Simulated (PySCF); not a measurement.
# Adding and removing an electron: SF

PBE0; basis S def2-TZVP, F def2-TZVP; no relativity; PySCF 2.14. Neutral (UKS): doublet (π ↑), Re = 1.594 Å, ωe = 864 cm⁻¹, De = 3.65 eV, HOMO -7.21 eV, LUMO -4.31 eV.

SF⁺ (UKS): triplet (π ↑↑), Re = 1.504 Å, ωe = 1052 cm⁻¹, De = 4.02 eV to S⁺ + F. The energies at the minima are -497.78404 hartree for SF and -497.41533 for SF⁺.

(1) Work out the adiabatic ionisation energy, without and with harmonic zero-point energies (1 hartree = 27.2114 eV, 1 eV = 8065.5 cm⁻¹), and the change of the bond length.

For an ion De counts to the pair picked by the measured ionisation energies or electron affinities, which need not be the lowest pair at this level. States were picked by a PBE0 search and need not be the measured ground states.

Answers

(1) At PBE0: 0.36871 hartree = 10.033 eV between the minima; the zero-point term (1052.0 − 864.0)/2 cm⁻¹ = +0.012 eV makes it 10.045 eV. Re changes by -9.0 pm against the neutral. The electron leaves a π orbital, and the shorter bond of the ion fits an antibonding orbital, or a change in how ionic the bond is.
